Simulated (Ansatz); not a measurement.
**MgH3+ (triplet): the correlation ladder, def2-TZVPP**

One table from this session's results is given with a row withheld; the runs are named, their logs left out.

Computed with Ansatz 0.2.0, Gaussian basis. Level: def2-TZVPP, core rule «outside noble gas», up to 5 orbitals frozen.

To be run: UHF; ROHF; CCSD(T) on UHF.

2 further runs of the same task are left out: 2 set aside as unsound or not needed.

### The system

The geometry is a PBE0/def2-TZVP stationary point (not a proven minimum).

4 atoms, charge 1, spin multiplicity 3.

Atoms are counted from 1 here; the program's logs count them from 0.

Bond lengths: Mg1–H2 1.879 Å, Mg1–H3 1.879 Å, Mg1–H4 1.879 Å. Angles: H2–Mg1–H3 120.0°, H2–Mg1–H4 120.0°, H3–Mg1–H4 120.0°.

Set-up of the first run:

in.yaml reads:

```yaml
crystal:
  periodic: [false, false, false]
  atoms:
    - {symbol: Mg, position_ang: [0.000000, 0.000000, 0.000000]}
    - {symbol: H, position_ang: [1.878525, 0.015918, 0.006100]}
    - {symbol: H, position_ang: [-0.953042, 1.618899, -0.004800]}
    - {symbol: H, position_ang: [-0.925483, -1.634817, -0.001300]}
basis:
  gaussian: {orbitals: def2-TZVPP}
total_charge: 1
magnetization: {spin_polarized: true, initial_magnetization: 2}
hamiltonian: {xc: hf}
output: {orbitals: {seedname: orbitals}}
```

On the command line:

```
> ansatz run in.yaml --threads 1 --pin off --events-out ev --progress --plain --max-ram 4096MiB --backend cpu
```

Steps of the session up to this table: UHF; ROHF; CCSD(T) on UHF.

One table of the session follows, with a row left open; its other results are not shown here.

| method | from UCCSD(T) (kcal/mol) |
| --- | --- |
| ROHF | +41.85 |
| UHF | +27.23 |
| UMP2 | ? |
| UCCSD | +0.23 |
| UCCSD(T) | 0 |

Estimate the missing values for UMP2.

**Answer.** from UCCSD(T) (kcal/mol): +11.31. In the column «from UCCSD(T) (kcal/mol)» it lies between UCCSD (+0.23) and UHF (+27.23).
